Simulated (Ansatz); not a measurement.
`[AlH]1[SiH2][PH]1`, charge 0, multiplicity 1.

(1) Give a relaxed structure at PBE0-D4/def2-TZVP (the Gaussian-basis code of Ansatz). (Estimate.)

## Answers

(1) Computed: 
```xyz
7

Al    1.193   -0.632    0.256
Si   -0.398    0.754   -0.743
P    -1.059   -1.121    0.465
H     2.593   -1.090    0.820
H    -0.954    2.066   -0.318
H    -0.737    0.486   -2.165
H    -0.640   -0.464    1.685
```
